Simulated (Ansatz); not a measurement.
# Worked example: correlation energy of H$_{2}$Ge–AsH$_{2}$⁺, triplet

Geometry: that of the H2Ge–AsH2, doublet, kept fixed.

```xyz
6

Ge   -0.0608    0.0000    1.2217
As    0.0668    0.0002   -1.1953
H     0.6779    1.2508    1.7608
H     0.6748   -1.2532    1.7599
H    -0.9617   -1.1087   -1.3580
H    -0.9749    1.0966   -1.3600
```

Basis cc-pVDZ; Ansatz 0.2.0. Correlated methods freeze the noble-gas cores and the filled d shells of p-block atoms, which leaves 12 electrons in 46 orbitals. Prefix R: restricted or restricted open-shell reference; prefix U: unrestricted. No spin–orbit coupling is included, and no scalar relativity.

Full CI isn't at hand for all of this; UCCSDT(Q) serves as the reference, and is uncertain by about the last step of the cluster series.

Runs differ by some tens of microhartree through their thresholds and, for an open shell, their frozen cores, so steps under 0.03 kcal/mol mean nothing.

```tsv
level	total energy (hartree)
UHF	-4311.482118
UMP2	-4311.651162
UCCSD	-4311.693207
UCCSD(T)	-4311.698707
UCCSDT	-4311.699982
UCCSDT(Q)	-4311.700201
```

Task: What is the correlation energy at UCCSDT(Q), and what share of it do UMP2 and UCCSDT recover?

Result: E(corr) = -4311.700201 − (-4311.482118) = -0.218083 hartree = -5.934 eV. UMP2: -0.169044 / -0.218083 = 77.51 %. UCCSDT: -0.217864 / -0.218083 = 99.90 %.

Task: By how many kcal/mol does UCCSD(T) miss UCCSDT(Q) (1 hartree = 627.509 kcal/mol), and which steps make up the rest?

Result: -4311.698707 − (-4311.700201) = 0.001494 hartree = 0.94 kcal/mol. Steps: UCCSDT − UCCSD(T) = -0.80, UCCSDT(Q) − UCCSDT = -0.14 kcal/mol. Differences between like states or geometries often cancel part of this.
